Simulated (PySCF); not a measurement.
Compound: CH₃S (charge -1).
SMILES: `C[S-]`

The closed-shell ground state was solved at several levels (PySCF, density fitting, gas phase, non-relativistic). Geometry: GFN2-xTB; no solvent, vibrations or thermal averaging. Where the HOMO energy is positive, the finite basis confines the outermost electrons. No diffuse functions stand in pcSseg-1, which bears on an anion's orbital energies.

```json
{"level": "wB97X-D/def2-SVPD", "basis functions": "71", "HOMO (eV)": "-1.49", "LUMO (eV)": "6.44", "gap (eV)": "7.93"}
{"level": "PBE0/def2-SVPD", "basis functions": "71", "HOMO (eV)": "0.33", "LUMO (eV)": "4.98", "gap (eV)": "4.65"}
```

Problem. What might PBE0/pcSseg-1 (56 basis functions) give for the same quantities?

Solution. HOMO 1.14 eV, LUMO 6.56 eV, gap 5.42 eV.

Problem. Over all these levels, which gives the widest orbital gap and which the narrowest?

Solution. wB97X-D/def2-SVPD (range-separated hybrid) has the widest, 7.93 eV, and PBE0/def2-SVPD (global hybrid, 25 % exact exchange) the narrowest, 4.65 eV. The two share the basis. From the narrowest to the widest the HOMO moves by -1.82 eV and the LUMO by +1.46 eV.
